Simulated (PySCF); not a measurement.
# Dipole moment and polarisability of i-BuOMe

Species: i-BuOMe, C5H12O.
Geometry (GFN2-xTB, Å), atoms numbered from 1 in this order:
```
atom  x, y, z in Å
C1     2.715    0.556    0.123
O2     1.398    0.464    0.591
C3     0.564   -0.288   -0.262
C4    -0.851   -0.317    0.318
C5    -1.435    1.093    0.351
C6    -1.735   -1.262   -0.489
H7     2.755    1.028   -0.867
H8     3.186   -0.434    0.056
H9     3.261    1.168    0.838
H10    0.551    0.163   -1.268
H11    0.956   -1.313   -0.357
H12   -0.771   -0.685    1.346
H13   -1.545    1.482   -0.659
H14   -0.773    1.750    0.907
H15   -2.411    1.089    0.829
H16   -1.328   -2.271   -0.488
H17   -2.735   -1.295   -0.065
H18   -1.811   -0.923   -1.521
```

Level: PBE0/def2-SVPD (PySCF), static field, nuclei fixed, core orbitals frozen in the response. The polarisability tensor in these axes (au):

```
x   77.75  2.83  0.53
y    2.83 66.59  2.51
z    0.53  2.51 61.41
```

Problem. Give the principal values, the mean and the anisotropy Δα = √{½[(α1 − α2)² + (α2 − α3)² + (α1 − α3)²]}.

Solution. Principal values 60.38, 66.88 and 78.50 au; mean 68.58 au = 10.16 Å³ = 11.31 × 10⁻⁴⁰ C²·m²/J; Δα = 15.90 au (23 % of the mean).

Problem. What is the dipole moment, and where does it point?

Solution. (0.35, -0.52, -0.85) D, 1.06 D in size, pointing from the negative to the positive side. Measured along this direction, the outermost atoms are H15 at the negative end and H11, H8 and H10 at the positive end.

Problem. In TDDFT the mean static polarisability is Σ f/ω² over all singlet excitations (ω in hartree). How much of it do the 8 lowest give? Their energies (eV) and oscillator strengths: 6.98, 0.0291; 7.57, 0.0017; 7.90, 0.0235; 8.03, 0.0168; 8.13, 0.0032; 8.55, 0.0403; 8.83, 0.0114; 8.88, 0.0060.

Solution. They add up to 1.54 au, 2.3 % of the 68.58 au; the largest single term is 0.44 au, from the state at 6.98 eV. Terms in order: 0.44, 0.02, 0.28, 0.19, 0.04, 0.41, 0.11, 0.06 au. Higher excitations give the rest. The strengths listed sum to 0.132.

Problem. Molar refractivity from α?

Solution. Lorentz–Lorenz: R = (4π/3)N_A α = 2.5225 cm³/(mol·Å³) × 10.16 Å³ = 25.6 cm³/mol, in the limit of long wavelengths.

Problem. Find the Langevin capture rate constant for NO+ (29.998 u) meeting this molecule (88.089 u), k = 2.342 × 10⁻⁹ cm³/s × √(α in Å³ / reduced mass in u).

Solution. The reduced mass is 22.38 u, so k = 1.58 × 10⁻⁹ cm³/s. The formula leaves out the permanent dipole, which adds to the capture rate.

Problem. Along which axes do the principal values lie, and how far do the nuclei extend along each?

Solution. Largest value along (0.97, 0.24, 0.07), where the nuclei span 6.46 Å; middle along (-0.25, 0.89, 0.38), 3.97 Å; least along (0.04, -0.39, 0.92), 2.71 Å. The response follows the extents in order.

Problem. Refractivity n − 1 of an ideal gas of it at 400 K and 1 atm, from the electronic α?

Solution. N = p/kT = 1.8347 × 10¹⁹ cm⁻³, so n − 1 = 2π × N × 10.16 × 10⁻²⁴ cm³ = 1172 × 10⁻⁶ at long wavelengths, for an ideal gas.

One conformer (not necessarily the lowest) at the GFN2-xTB geometry, without solvent, vibrations or thermal averaging.
